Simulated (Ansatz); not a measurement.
**HGeMg, quartet: the ladder up to full CI**

Geometry: a point of a stretch scan, not a stationary point.

```yaml
atoms:
  - { symbol: Ge, position_ang: [0.0000, 0.0000, -0.3148] }
  - { symbol: Mg, position_ang: [0.0000, 0.0000, -2.8093] }
  - { symbol: H, position_ang: [0.0000, 0.0000, 3.1242] }
```

Basis 6-31G (Cartesian d functions); Ansatz 0.2.0. Correlated methods freeze the noble-gas cores and the filled d shells of p-block atoms, which leaves 7 electrons in 25 orbitals. R marks a restricted (for open shells ROHF) determinant, U an unrestricted one. Active spaces: pair = (5e, 5o) about the gap; valence = (7e, 9o) chosen from the atoms' valence shells. No spin–orbit coupling is included, and no scalar relativity. The metal's outer-core shells are frozen, which leaves out core–valence correlation.

Full CI is exact within this basis and frozen core; it isn't the basis-set limit. The frozen core follows each run's orbitals, which can shift R against U totals by a few meV for light atoms and by up to 0.1 eV past Ca.

For open shells CISD is restricted-active-space CI with the open shells as a complete middle space.

The UHF ⟨S²⟩ is 4.434, the T1 diagnostic (RCCSD) is 0.0474 and the largest doubles amplitude (RCCSD) is 0.209.

| level | E − E(RHF) (eV) |
| --- | --- |
| RMP2 | -1.3798 |
| RCCSD | -1.9642 |
| RCCSD(T) | -2.0289 |

**Question.** Estimate how far full CI in 6-31G lies from RCCSD(T). The table doesn't fix it; the size of (T) and the diagnostics are the guide.

**Answer.** Full CI in 6-31G lies 1.18 mEh below RCCSD(T), which is 50 % of the (T) step (-2.37 mEh). T1 is raised, a doubles amplitude is large, and the rest is a large part of (T).

The other levels:

| level | E − E(full CI) (mEh) | share of correlation (%) | wall time |
| --- | --- | --- | --- |
| CISD | 5.53 | 92.70 | 2.6 s |
| BCCD(T) | 1.39 | 98.17 | 7.5 s |
| RCCSDT | 0.19 | 99.75 | – |
| RCCSDT(Q) | 0.04 | 99.95 | 11 s |
| CASSCF (pair space) | 47.96 | 36.67 | – |
| NEVPT2 (pair space) | 16.23 | 78.57 | 2.4 s |
| MRCISD (pair space) | 4.13 | 94.54 | – |
| MRCISD+Q (pair space) | 1.29 | 98.30 | 2.8 s |
| CASSCF (valence space) | 20.35 | 73.13 | – |
| NEVPT2 (valence space) | 5.45 | 92.80 | 4.4 s |
| MRCISD (valence space) | 0.45 | 99.40 | – |
| MRCISD+Q (valence space) | 0.05 | 99.94 | 6 s |

The correlation energy at full CI, counted from RHF, is -2.061 eV. That run took 2.2 min on 1 thread of Arm Neoverse V1, shared host over 3,993,174 determinants.

Run but not shown, since their state, orbitals or frozen core can't be matched to the reference's or they repeat it: UHF, UMP2, UCCSD, UCCSD(T), UCCSDT, UCCSDT(Q).

Times hold each run's SCF and search for its determinant on a shared host, so for small cases they say little of a method's own cost; they ran on 1 thread of Arm Neoverse V1. Some runs computed forces too.

The full-CI state has the irrep A2 of C2v, in the program's axes (one component, if the state is degenerate).

Natural occupations of full CI about the gap: 1.963 1.785 1.000 0.986 0.986 0.174 0.033 0.033 0.015 0.007; effectively unpaired electrons, Σ n²(2−n)², 3.26.
